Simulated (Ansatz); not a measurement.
**BH3 (SMILES B): levels of theory compared**

Aim: a comparison of 6 runs (SVWN5/3-21G, revPBE/3-21G, BHLYP/6-31G*, BLYP/6-31G*, r2SCAN/6-31G*, BCCD(T)/3-21G) of BH3. 

Program for the calculation: Ansatz 0.2.0.

54 further runs of the same task are left out: 54 set aside as unsound or not needed.

**1. The structure to begin with**

BH3: 4 atoms, total charge 0, spin state singlet. As SMILES, `B`. The H2–B1 distance was set to 2.387 Å, away from the relaxed value. At this shape a bond of the SMILES string is far longer than usual.

Bond lengths: B1–H3 1.193 Å, B1–H4 1.193 Å. Angles: H3–B1–H4 120.0°.

**2. A single-point energy at SVWN5/3-21G (run 1)**

Input file in.yaml:

```yaml
crystal:
  periodic: [false, false, false]
  atoms:
    - symbol: B
      position_ang: [-0.954418, -0.411907, -0.579010]
    - symbol: H
      position_ang: [0.982200, 0.381700, 0.568800]
    - symbol: H
      position_ang: [-1.244518, -1.568607, -0.530910]
    - symbol: H
      position_ang: [-1.632718, 0.348093, -1.200810]
basis:
  gaussian: {orbitals: 3-21G.json}
hamiltonian: {xc: {name: SVWN5}}
accuracy: high
```

The basis set 3-21G is read from a file made from the Basis Set Exchange's data (not shown).

On the command line:

```console
$ ansatz run in.yaml --threads 1 --pin off --max-ram 2610MiB --events-out events.jsonl --progress --plain --runs-dir runs
```

The program printed:

```text
Warning: RAYON_NUM_THREADS=1 ignored (pool sized by the plan → 1); use --threads N
Functional definition: SVWN5
  name "SVWN5"
  exchange = slater_x
  correlation = vwn5_c
291 factors; integrals over basis functions are off by at most 3.4e-9 eV
mean field evaluation 1: about -706.3463 eV, gradient 1.1e1 eV
mean field evaluation 2: about -704.0087 eV, gradient 2.1e1 eV
mean field evaluation 4: about -706.8919 eV, gradient 9.2e-1 eV
mean field evaluation 8: about -706.8735 eV, gradient 1.1e-1 eV
mean field evaluation 16: about -706.8735 eV, gradient 1.5e-7 eV
mean field -706.87353878 eV, -25.9771234142 hartree, gradient 2.1e-8 eV, S^2 0.000000; 0 other end points of the search recorded, 0 dependent functions left out
reference -706.87354056 eV, -25.9771234794 hartree; 4, 4 occupied and 11, 11 virtual orbitals, 291 factors
Total energy: -706.87354056 eV, -25.9771234794 hartree
```

It took 0.32 s on 1 thread of Arm Neoverse V1, shared host.

**3. The energy at revPBE/3-21G (run 2)**

Input file molecule.yaml:

```yaml
crystal:
  periodic: [false, false, false]
  atoms:
    - {symbol: B, position_ang: [-0.954418, -0.411907, -0.579010]}
    - {symbol: H, position_ang: [0.982200, 0.381700, 0.568800]}
    - {symbol: H, position_ang: [-1.244518, -1.568607, -0.530910]}
    - {symbol: H, position_ang: [-1.632718, 0.348093, -1.200810]}
basis:
  gaussian: {orbitals: 3-21G.json}
hamiltonian: {xc: {name: revPBE}}
accuracy: high
```

The basis set 3-21G is read from a file made from the Basis Set Exchange's data (not shown).

On the command line:

```console
$ ansatz run molecule.yaml --threads 1 --pin off --max-ram 2610MiB --events-out events.jsonl --progress --plain --runs-dir runs
```

The program printed:

```text
Warning: RAYON_NUM_THREADS=1 ignored (pool sized by the plan → 1); use --threads N
Functional definition: revPBE
  name "revPBE"
  parameter kappa = 1.245
  parameter beta = 0.06672455060314922
  exchange = pbe_x(kappa = kappa, mu = beta*pi^2/3)
  correlation = pbe_c(beta = beta)
291 factors; integrals over basis functions are off by at most 3.4e-9 eV
mean field evaluation 1: about -715.6717 eV, gradient 7.3e0 eV
mean field evaluation 2: about -715.4160 eV, gradient 8.9e0 eV
mean field evaluation 4: about -715.8774 eV, gradient 1.1e-1 eV
mean field evaluation 8: about -715.8532 eV, gradient 2.0e-2 eV
mean field evaluation 16: about -715.8532 eV, gradient 2.1e-7 eV
mean field -715.85316184 eV, -26.3071184750 hartree, gradient 2.8e-8 eV, S^2 0.000000; 0 other end points of the search recorded, 0 dependent functions left out
reference -715.85316413 eV, -26.3071185591 hartree; 4, 4 occupied and 11, 11 virtual orbitals, 291 factors
Total energy: -715.85316413 eV, -26.3071185591 hartree
```

Run time: 0.47 s. Hardware: 1 thread of Arm Neoverse V1, shared host.

Runs 3 to 5 aren't shown in full; the table further down has their settings and results.

**4. The energy at BCCD(T)/3-21G (run 6)**

Input file input.yaml:

```yaml
crystal:
  periodic: [false, false, false]
  atoms:
    - {symbol: B, position_ang: [-0.954418, -0.411907, -0.579010]}
    - {symbol: H, position_ang: [0.982200, 0.381700, 0.568800]}
    - {symbol: H, position_ang: [-1.244518, -1.568607, -0.530910]}
    - {symbol: H, position_ang: [-1.632718, 0.348093, -1.200810]}
basis:
  gaussian:
    orbitals: 3-21G.json
correlation:
  method: bccd_t
  frozen_orbitals: {B: 1, H: 0}
accuracy: high
scf:
  omitted_lower_state_checks: [cluster_reference, increment]
```

The basis set 3-21G is read from a file made from the Basis Set Exchange's data (not shown).

On the command line:

```console
$ ansatz run input.yaml --threads 1 --pin off --max-ram 2610MiB --events-out events.jsonl --progress --plain --runs-dir runs
```

The program printed, cut to the lines that bear on the results:

```text
Warning: RAYON_NUM_THREADS=1 ignored (pool sized by the plan → 1); use --threads N
Functional definition: HF
  name "HF"
[...]
291 factors; integrals over basis functions are off by at most 3.4e-9 eV
[...]
mean field -709.50652589 eV, -26.0738839056 hartree, gradient 1.8e-8 eV, S^2 0.000000; 0 other end points of the search recorded, 0 dependent functions left out; unrestricted orbitals would lower it
1 core orbitals not correlated: weight in the atoms' cores, before any rotation towards them, 1.000 or more for the frozen orbitals, at most 0.000 for the correlated occupied ones
reference -709.50652589 eV, -26.0738839056 hartree; 3, 3 occupied and 11, 11 virtual orbitals, 291 factors
second order -1.94404478 eV of doubles, -0.00000000 eV of singles
cycle   1  -2.50123167 eV  change   -5.6e-1 eV  update   1.0e-1
[...]
cycle  23  -2.99054505 eV  change  -4.7e-10 eV  update  9.9e-11
perturbative correction -0.08595031 eV, -0.0031586157 hartree
Total energy: -712.58302126 eV, -26.1869430251 hartree
Checks for a lower state left out: cluster_reference, increment
```

Wall time 0.16 s (1 thread of Arm Neoverse V1, shared host).

**5. Overview of the runs**

```
run                                level  frozen core orbitals  energy (Eh)  wall time
  1                          SVWN5/3-21G                     –   -25.977123     0.32 s
  2                         revPBE/3-21G                     –   -26.307119     0.47 s
  3   BHLYP/6-31G* (spherical functions)                     –   -26.432653     0.56 s
  4    BLYP/6-31G* (spherical functions)                     –   -26.443124     0.58 s
  5  r2SCAN/6-31G* (spherical functions)                     –   -26.430737      1.3 s
  6                        BCCD(T)/3-21G                     1   -26.186943     0.16 s
```

**6. Outcome**

```
                                         quantity         value
                              run 6: total energy  -26.18694 Eh
run 6: correlation energy (1 core orbital frozen)    -113.1 mEh
                            run 6: (T) correction     -3.16 mEh
```

**Reading.** Totals of different functionals can't be ranked against each other. In run 6 the log says that unrestricted orbitals would lower the reference, so the values rest on an unstable closed-shell determinant (other closed-shell runs at this shape may share the fault). All runs together took 3.4 s, the longest 1.3 s.
